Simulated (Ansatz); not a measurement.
Which is lower?

Two relaxed structures of AlBH2Cl, doublet (PBE0-D4/def2-TZVP; forces vanish, vibrations not checked).

A:

```
atom    x (Å)    y (Å)    z (Å)
 Al1  -0.8802   0.1626  -1.0196
  B2   0.7136  -0.0643   0.3087
 Cl3   0.8580  -1.5598   1.2236
  H4  -2.3424   0.7850  -0.8809
  H5   1.6511   0.6764   0.3682
```

B:

```
5
angstrom
Al -0.7042 0.5351 -1.1687
B 0.7996 0.3640 0.1906
Cl -0.0762 0.7531 -3.1668
H -2.2412 0.5162 -0.8205
H 1.6812 0.2566 0.9770
```

Ansatz 0.2.0; basis: def2-TZVPP; cores frozen in the correlated methods; orbitals are unrestricted. B3LYP uses VWN-RPA correlation.

Question: Which structure is lower at CCSD(T), and by how much? (To be estimated.)

Answer: Computed: B, by 17.9 kJ/mol (electronic energy, against the other). By their contacts, A is AlBH₂Cl ([AlH][BH][Cl]) and B is AlBH₂Cl ([BH][AlH][Cl]).

Question: Do the other methods give the same order? (Judge from chemistry; the calculation decides.)

Answer: By the calculation: Not all: PBE-D4 gives the other order.

```tsv
method	E(B) − E(A) (kJ/mol)
PBE-D4	13.9
r2SCAN-D4	-7.5
PBE0-D4	-0.8
B3LYP-D4	-8.2
wB97M-V	-18.5
HF	-46.9
MP2	-19.6
CCSD	-24.1
CCSD(T)	-17.9
```

No T1 diagnostic of these runs exceeds 0.025. ⟨S²⟩ of the unrestricted Hartree–Fock references: 0.76 to 0.80 (a pure state has 0.75).

Labels in which every atom is bracketed show which atoms are joined, not bond orders.

For scale, one of the runs: CCSD(T)/def2-TZVPP, 143 basis functions, launched by `ansatz run in.yaml --threads 2 --pin off --events-out ev --progress --plain --max-ram 4352MiB`. Hardware: 2 CPU threads of an Arm Neoverse N1, shared host. Wall time 52 s; peak host memory 1.7 GiB.
